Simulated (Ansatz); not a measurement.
Geometry optimisation, Ansatz, RKS PBE0-D4/6-31G*.

input.yaml

```yaml
crystal:
  periodic: [false, false, false]
  atoms:
    - { symbol: C, position_ang: [-0.941, 0.6143, -0.5998] }
    - { symbol: O, position_ang: [0.3692, 0.32, -0.7299] }
    - { symbol: Al, position_ang: [0.8999, -0.555, 0.7911] }
    - { symbol: H, position_ang: [-1.245, 1.1791, -1.5463] }
    - { symbol: H, position_ang: [-1.6318, -0.2477, -0.4894] }
    - { symbol: H, position_ang: [-1.1495, 1.3926, 0.2225] }
    - { symbol: H, position_ang: [0.4507, -0.3611, -1.44] }
    - { symbol: H, position_ang: [0.67349, 0.3103, 2.05446] }
    - { symbol: H, position_ang: [2.47984, -1.00806, 0.68702] }
    - { symbol: H, position_ang: [0.03747, -1.92402, 0.97062] }
basis:
  gaussian: { orbitals: "6-31G*" }
hamiltonian:
  xc: pbe0
  dispersion: d4
relax:
  f_tol: 0.015
  max_steps: 40
output:
  orbitals: {}
```

Command:

```bash
$ ansatz run input.yaml --threads 1 --pin off --max-ram 2048MiB --backend cpu --events-out ev --progress --plain --runs-dir out
```

Where does it end, and by what steps?

The run converged. The force dipped under the threshold on the way, but the program's further checks kept it going. After 11 steps the energy has fallen by 0.968 eV; Al3 moved furthest, 0.28 Å.

```json
{"step": "0", "energy less start (eV)": "0.0000", "largest force component (eV/Å)": "5.266", "accepted": "yes"}
{"step": "1", "energy less start (eV)": "-0.8107", "largest force component (eV/Å)": "1.831", "accepted": "yes"}
{"step": "2", "energy less start (eV)": "-0.9483", "largest force component (eV/Å)": "0.535", "accepted": "yes"}
{"step": "3", "energy less start (eV)": "-0.9637", "largest force component (eV/Å)": "0.080", "accepted": "yes"}
{"step": "4", "energy less start (eV)": "-0.9649", "largest force component (eV/Å)": "0.075", "accepted": "yes"}
{"step": "5", "energy less start (eV)": "-0.9661", "largest force component (eV/Å)": "0.024", "accepted": "yes"}
{"step": "6", "energy less start (eV)": "-0.9668", "largest force component (eV/Å)": "0.052", "accepted": "yes"}
{"step": "7", "energy less start (eV)": "-0.9671", "largest force component (eV/Å)": "0.062", "accepted": "yes"}
{"step": "8", "energy less start (eV)": "-0.9675", "largest force component (eV/Å)": "0.030", "accepted": "yes"}
{"step": "9", "energy less start (eV)": "-0.9674", "largest force component (eV/Å)": "0.051", "accepted": "no"}
{"step": "10", "energy less start (eV)": "-0.9677", "largest force component (eV/Å)": "0.005", "accepted": "yes"}
{"step": "11", "energy less start (eV)": "-0.9677", "largest force component (eV/Å)": "0.006", "accepted": "yes"}
```

```xyz
10
Properties=species:S:1:pos:R:3
C -1.042 0.628 -0.670
O 0.347 0.268 -0.623
Al 0.997 -0.691 1.020
H -1.229 1.248 -1.551
H -1.674 -0.265 -0.676
H -1.231 1.205 0.235
H 0.596 -0.219 -1.423
H 0.809 0.484 2.096
H 2.458 -1.054 0.460
H -0.088 -1.883 1.053
```

Whether the end is a true minimum wasn't checked by a vibrational analysis.

Time of the run: 32 s on 1 thread of Intel(R) Xeon(R) Processor @ 2.70GHz (shared host), peak memory 0.15 GiB.
